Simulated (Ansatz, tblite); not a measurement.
Cost and result up the ladder for MgAl2⁻ (the lowest doublet isomer of a short search) (3 atoms). Charge -1, multiplicity 2. Geometry: PBE0-D4/def2-TZVPD.

```
atom   x (Å)   y (Å)   z (Å)
 Al1   1.133  -0.269   0.935
 Al2  -0.240   1.440  -0.312
 Mg3  -0.893  -1.171  -0.623
```

Ansatz on 4 threads of Arm Neoverse N1 on a shared host; xTB runs through tblite on one thread. Times are rough, summed over both states, and most runs start from the orbitals of an earlier one. RPA@PBE/def2-TZVPD serves as the yardstick here, not as an exact answer. Differences are given only for rows in sets of like size (and for xTB, whose basis is part of the method), since another set adds its own error. The other state is a quartet at its own geometry.

The xTB rows come from tblite. B3LYP takes the VWN-RPA correlation. HSE06 is defined as in plane-wave codes, on full-range PBE exchange. Correlated methods freeze 11 core orbitals; core or outer-core shells of Mg are correlated, in sets that lack core-valence functions. The structure comes from a short search, and lower isomers may exist.

Run but left out: HF/6-31G, HF/def2-TZVPD, HF/def2-TZVPPD, r2SCANh-D4/def2-TZVPD, LC-ωPBE/def2-TZVPD, MP2/def2-TZVPD, MP2/def2-TZVPPD, CCSD/def2-TZVPPD, CCSD(T)/def2-TZVPPD (doublet: ⟨S²⟩ 1.09 to 2.06, where a pure state has 0.75).

Correlated methods converge slowly with the basis.

xTB has no spin-polarisation term.

```
                           level  functions  wall time  quartet − doublet (eV)  difference from RPA@PBE/def2-TZVPD (eV)                                                                                        remarks
                        GFN1-xTB         22    0.007 s                    1.32                                     1.12                                                                                              –
                        GFN2-xTB         27    0.013 s                    1.19                                     0.99                                                                                              –
                  B3LYP-D4/6-31G         39      2.9 s                   -0.07                                        –                                           HOMO above zero (doublet), HOMO above zero (quartet)
              RPA@PBE/def2-TZVPD        121        6 s                    0.20                                     0.00                                                                                              –
               PBE-D4/def2-TZVPD        121      7.3 s                    0.12                                    -0.07                                           HOMO above zero (doublet), HOMO above zero (quartet)
             HSE06-D4/def2-TZVPD        121       10 s                    0.05                                    -0.15                                           HOMO above zero (doublet), HOMO above zero (quartet)
             BHLYP-D4/def2-TZVPD        121       17 s                   -0.08                                    -0.27                                                                                              –
            r2SCAN-D4/def2-TZVPD        121       27 s                    0.13                                    -0.07  HOMO above zero (doublet), HOMO above zero (quartet), spin-contaminated (⟨S²⟩ 1.04) (doublet)
PBE0-D4/def2-TZVPD (with forces)        121       29 s                    0.03                                    -0.16                                                                                              –
```
